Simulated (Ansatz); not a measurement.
Mulliken charges of `Fc1ccco1` from ωB97M-V/def2-TZVPP in Ansatz (PBE0-D4/def2-TZVP geometry).

```csv
atom,x (Å),y (Å),z (Å),charge (e)
F1,0.982,1.123,-1.992,-0.166
C2,0.466,0.534,-0.944,0.305
C3,0.730,-0.649,-0.352,-0.184
C4,-0.182,-0.699,0.750,-0.151
C5,-0.900,0.444,0.717,-0.003
O6,-0.501,1.217,-0.337,-0.204
H7,1.465,-1.375,-0.656,0.131
H8,-0.283,-1.494,1.472,0.129
H9,-1.688,0.853,1.324,0.143
```

Problem. By hand: the dipole of these point charges (1 e Å = 4.8032 D).

Solution. Σ q r = (-0.109, -0.299, 0.354) e Å, of length 0.476 e Å = 2.29 D.

Problem. How does the dipole of the full density compare? (Best estimate.)

Solution. Computed: (-0.060, -0.221, 0.238) e Å, 1.59 D; the point charges give 1.44 times that, at 4° from its direction.

Point charges leave out the atoms' own dipoles, such as those of lone pairs, and Mulliken's split depends on the basis, so the two needn't agree.
